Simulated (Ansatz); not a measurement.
This geometry of C₂H₆FNO₂ (12 atoms, charge 0, multiplicity 1) is a first-order saddle point.

Method: Ansatz 0.2.0, RKS BLYP-D4/def2-SVP.

```xyz
12
Properties=species:S:1:pos:R:3
N -1.390 -0.061 0.309
C -0.003 -0.225 0.528
O 0.640 0.906 1.100
F 0.165 -1.307 1.415
C 0.770 -0.520 -0.770
O 0.581 0.539 -1.703
H -1.696 0.357 -0.566
H -2.054 -0.312 1.036
H -0.033 1.352 1.653
H 0.371 -1.446 -1.226
H 1.839 -0.682 -0.504
H 0.886 1.345 -1.236
```

Task: Which two structures does it join? (They come from a converged band through this point; their orientation in space is the band's.)

Result: No bond is made or broken. The height of N1 over the plane of its neighbours goes from 0.40 to -0.36 Å.

Initial state:

```xyz
12
Properties=species:S:1:pos:R:3
N -1.398 0.140 0.537
C 0.024 -0.135 0.597
O 0.699 1.012 1.017
F 0.194 -1.178 1.525
C 0.682 -0.576 -0.725
O 0.463 0.408 -1.730
H -1.588 0.618 -0.357
H -1.922 -0.745 0.525
H 0.083 1.463 1.633
H 0.211 -1.518 -1.068
H 1.763 -0.775 -0.538
H 0.866 1.230 -1.382
```

Final state:

```xyz
12
Properties=species:S:1:pos:R:3
N -1.435 -0.238 0.253
C -0.028 -0.265 0.514
O 0.534 0.926 1.048
F 0.221 -1.298 1.431
C 0.760 -0.541 -0.779
O 0.560 0.507 -1.721
H -1.609 0.362 -0.563
H -1.976 0.109 1.055
H -0.022 1.217 1.798
H 0.384 -1.478 -1.231
H 1.828 -0.680 -0.499
H 0.860 1.323 -1.271
```

Task: How far does it lie above each of them?

Result: 0.211 eV above the first and 0.096 eV above the second. This is the barrier of this one path; another mechanism may lie lower.

Time of the run: 85 s on 2 threads of Arm Neoverse V1, on a shared host, peak memory 0.15 GiB.
